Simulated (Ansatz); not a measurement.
in.yaml

```yaml
crystal:
  periodic: [false, false, false]
  atoms:
    - {symbol: Ge, position_ang: [0.000000, -0.026913, 0.000000]}
    - {symbol: H, position_ang: [0.000000, 0.969779, -1.244068]}
    - {symbol: H, position_ang: [0.000000, 0.969772, 1.244073]}
basis:
  gaussian: {orbitals: cc-pVDZ, point_charges: [{charge: 1.00, position_ang: [4.861, -0.288, -0.504]}]}
correlation: {method: fic_mrcisd_q, electrons: outside_noble_gas, active_space: {window: {electrons: 2, orbitals: 4}}}
accuracy: high
```

```sh
$ ansatz run in.yaml --threads 1 --pin off --events-out ev --progress --plain --max-ram 2393MiB
```

The program prints:

```
726 factors; integrals over basis functions are off by at most 4.4e-9 eV
mean field evaluation 1: about -56502.4803 eV, gradient 6.7e0 eV
mean field evaluation 2: about -56502.4846 eV, gradient 6.7e0 eV
mean field evaluation 4: about -56502.7506 eV, gradient 4.6e-1 eV
mean field evaluation 8: about -56502.7524 eV, gradient 5.3e-7 eV
mean field -56502.75236843 eV, -2076.4378505986 hartree, gradient 1.9e-8 eV, S^2 0.000000; 0 other end points of the search recorded, 0 dependent functions left out; unrestricted orbitals would lower it
reference -56502.75236843 eV, -2076.4378505986 hartree; 17, 17 occupied and 20, 20 virtual orbitals, 726 factors
state -56503.52677873 eV, -2076.4663096525 hartree
contracted CI cycle   1: correlation 0.00000000 eV, 0.0000000000 hartree, residual 1.07e1 eV
contracted CI cycle   2: correlation -2.09030252 eV, -0.0768172008 hartree, residual 1.98e0 eV
contracted CI cycle   3: correlation -2.18246228 eV, -0.0802040095 hartree, residual 6.72e-1 eV
contracted CI cycle   4: correlation -2.19360284 eV, -0.0806134175 hartree, residual 2.12e-1 eV
contracted CI cycle   5: correlation -2.19472045 eV, -0.0806544889 hartree, residual 6.39e-2 eV
contracted CI cycle   6: correlation -2.19482594 eV, -0.0806583655 hartree, residual 2.23e-2 eV
contracted CI cycle   7: correlation -2.19483893 eV, -0.0806588428 hartree, residual 7.76e-3 eV
contracted CI cycle   8: correlation -2.19484063 eV, -0.0806589056 hartree, residual 3.12e-3 eV
contracted CI cycle   9: correlation -2.19484093 eV, -0.0806589164 hartree, residual 1.33e-3 eV
contracted CI cycle  10: correlation -2.19484097 eV, -0.0806589181 hartree, residual 4.94e-4 eV
contracted CI cycle  11: correlation -2.19484098 eV, -0.0806589183 hartree, residual 1.70e-4 eV
contracted CI cycle  12: correlation -2.19484098 eV, -0.0806589183 hartree, residual 5.49e-5 eV
contracted CI cycle  13: correlation -2.19484098 eV, -0.0806589183 hartree, residual 1.78e-5 eV
contracted CI cycle  14: correlation -2.19484098 eV, -0.0806589183 hartree, residual 6.79e-6 eV
contracted CI cycle  15: correlation -2.19484098 eV, -0.0806589183 hartree, residual 3.22e-6 eV
state -56503.52677873 eV, -2076.4663096525 hartree; corrected -56505.83876632 eV, -2076.5512736290 hartree
Total energy: -56505.83876632 eV, -2076.5512736290 hartree
```

Natural occupations: 1.9104 0.0676 0.0153 0.0067.

Ran on 1 thread of Intel Xeon 6975P-C, shared host: 1.3 s wall, 0.16 GiB peak host memory.
